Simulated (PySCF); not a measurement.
Isopropyl isocyanide, C4H7N.
Bonds: C1–N2 (triple), N2–C3, C3–C4, C3–C5. Hydrogens: H6 on C3; H7, H8, H9 on C4; H10, H11, H12 on C5.

The same species was optimised twice, with GFN2-xTB and with PBE0-D3(BJ)/def2-SVP (PySCF), and the same property calculations (PySCF, gas phase) were run on both structures.

```
   coordinate  GFN2-xTB  PBE0-D3(BJ)/def2-SVP  change
    N2–C3 (Å)     1.406                 1.423  +0.017
    C4–H7 (Å)     1.087                 1.100  +0.013
   C5–H10 (Å)     1.087                 1.100  +0.013
    C4–H9 (Å)     1.088                 1.100  +0.012
   C5–H11 (Å)     1.088                 1.100  +0.012
    C4–H8 (Å)     1.088                 1.099  +0.011
   C5–H12 (Å)     1.088                 1.099  +0.011
    C1≡N2 (Å)     1.162                 1.173  +0.011
    C3–H6 (Å)     1.099                 1.104  +0.005
    C3–C4 (Å)     1.529                 1.524  -0.005
    C3–C5 (Å)     1.529                 1.524  -0.005
 C4–C3–C5 (°)     111.7                 112.8    +1.1
 C4–C3–H6 (°)     109.6                 108.7    -0.9
 C5–C3–H6 (°)     109.6                 108.7    -0.9
 N2–C3–C4 (°)     109.3                 110.0    +0.7
 N2–C3–H6 (°)     107.1                 106.4    -0.7
 N2–C3–C5 (°)     109.4                 110.0    +0.6
 C3–C4–H8 (°)     110.5                 111.0    +0.5
C3–C5–H12 (°)     110.5                 111.0    +0.5
```

Rotational constants: A = 8014, B = 4412, C = 3151 MHz (GFN2-xTB) against A = 7983, B = 4325, C = 3093 MHz (PBE0-D3(BJ)/def2-SVP). Point groups within 0.08 Å: Cs and Cs. Atoms that the bonding makes alike are paired by their places after alignment.

On the GFN2-xTB structure: HOMO (eV) -8.47 [PBE0/pcSseg-1]; LUMO (eV) 0.77 [PBE0/pcSseg-1]; dipole (D) 3.89 [PBE0/pcSseg-1]; GIAO shielding of C1 (ppm) 6.9 [PBE0/pcSseg-1]; GIAO shielding of N2 (ppm) 60.0 [PBE0/pcSseg-1]; GIAO shielding of C3 (ppm) 143.4 [PBE0/pcSseg-1]; GIAO shielding of C4/C5 (mean) (ppm) 160.0 [PBE0/pcSseg-1].

Q: What do these properties become on the PBE0-D3(BJ)/def2-SVP structure?

A: 
```json
{"property": "HOMO (eV)", "level": "PBE0/pcSseg-1", "on GFN2-xTB": "-8.47", "on PBE0-D3(BJ)/def2-SVP": "-8.51", "change": "-0.04"}
{"property": "LUMO (eV)", "level": "PBE0/pcSseg-1", "on GFN2-xTB": "0.77", "on PBE0-D3(BJ)/def2-SVP": "0.70", "change": "-0.07"}
{"property": "dipole (D)", "level": "PBE0/pcSseg-1", "on GFN2-xTB": "3.89", "on PBE0-D3(BJ)/def2-SVP": "3.90", "change": "+0.01"}
{"property": "energy, GFN2-xTB geometry as zero (kcal/mol)", "level": "PBE0/pcSseg-1", "on GFN2-xTB": "0.0", "on PBE0-D3(BJ)/def2-SVP": "-0.3", "change": "-0.3"}
{"property": "GIAO shielding of C1 (ppm)", "level": "PBE0/pcSseg-1", "on GFN2-xTB": "6.9", "on PBE0-D3(BJ)/def2-SVP": "4.5", "change": "-2.4"}
{"property": "GIAO shielding of N2 (ppm)", "level": "PBE0/pcSseg-1", "on GFN2-xTB": "60.0", "on PBE0-D3(BJ)/def2-SVP": "57.2", "change": "-2.8"}
{"property": "GIAO shielding of C3 (ppm)", "level": "PBE0/pcSseg-1", "on GFN2-xTB": "143.4", "on PBE0-D3(BJ)/def2-SVP": "140.3", "change": "-3.1"}
{"property": "GIAO shielding of C4/C5 (mean) (ppm)", "level": "PBE0/pcSseg-1", "on GFN2-xTB": "160.0", "on PBE0-D3(BJ)/def2-SVP": "158.7", "change": "-1.3"}
```

The heavy atoms differ by 0.018 Å rms after alignment. Among all bonds N2–C3 changes most (+0.017 Å). Changes are differences of the printed values. Neither structure is proved a minimum here.
